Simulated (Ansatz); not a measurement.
Species, as SMILES: ClCl (Cl2).
Atoms: Cl1, Cl2. Bonds: Cl1-Cl2.

How fast the optimised Cl1-Cl2 bond length converges with the basis for several methods (Ansatz, a program for electronic structure): deviation from each method's own reference, in Å. References: B3LYP 2.0079 Å, the value in pcseg-4; CCSD(T) 1.9964 Å, the value in def2-QZVPP; HF 1.9726 Å, the value in pcseg-4; MP2 1.9789 Å, the value in aug-cc-pV(Q+d)Z; PBE 2.0032 Å, the value in pcseg-4. Cartesian d functions, on some or all atoms, in 6-31G*, 6-311G**, 6-311+G**; all else is spherical. In correlated methods cores are frozen. No added dispersion term, no relativity. The reference of a correlated method is not its basis-set limit, which lies further on.

```csv
basis,functions,B3LYP,CCSD(T),HF,MP2,PBE
def2-SVP,36,0.0480,___,0.0466,0.0549,0.0504
6-31G*,38,0.0336,___,0.0172,0.0364,0.0382
6-311G**,54,0.0421,___,0.0237,0.0426,0.0465
6-311+G**,62,0.0406,___,0.0234,0.0408,0.0450
aug-cc-pV(D+d)Z,64,0.0170,___,0.0178,0.0417,0.0166
pcseg-2,68,0.0109,___,0.0081,0.0070,0.0101
cc-pV(T+d)Z,78,0.0037,___,0.0035,0.0086,0.0030
def2-TZVPP,84,0.0055,___,0.0049,0.0093,0.0048
def2-TZVPPD,102,0.0028,___,0.0022,0.0074,0.0023
cc-pCVTZ,118,0.0045,___,0.0033,0.0084,0.0040
cc-pV(Q+d)Z,128,0.0012,___,0.0006,0.0002,0.0013
def2-QZVPP,140,0.0014,___,0.0005,-0.0001,0.0014
```

Question: What belongs in the gaps?

Answer: 
- def2-SVP, CCSD(T): 0.0663
- 6-31G*, CCSD(T): 0.0419
- 6-311G**, CCSD(T): 0.0473
- 6-311+G**, CCSD(T): 0.0457
- aug-cc-pV(D+d)Z, CCSD(T): 0.0468
- pcseg-2, CCSD(T): 0.0094
- cc-pV(T+d)Z, CCSD(T): 0.0115
- def2-TZVPP, CCSD(T): 0.0125
- def2-TZVPPD, CCSD(T): 0.0107
- cc-pCVTZ, CCSD(T): 0.0111
- cc-pV(Q+d)Z, CCSD(T): 0.0002
- def2-QZVPP, CCSD(T): 0.0000

Mean absolute deviation over 6-311G**, 6-311+G**, pcseg-2, cc-pV(T+d)Z, def2-TZVPP, def2-TZVPPD, cc-pCVTZ: HF 0.0099, B3LYP 0.0157, PBE 0.0165, MP2 0.0177, CCSD(T) 0.0212 Å.
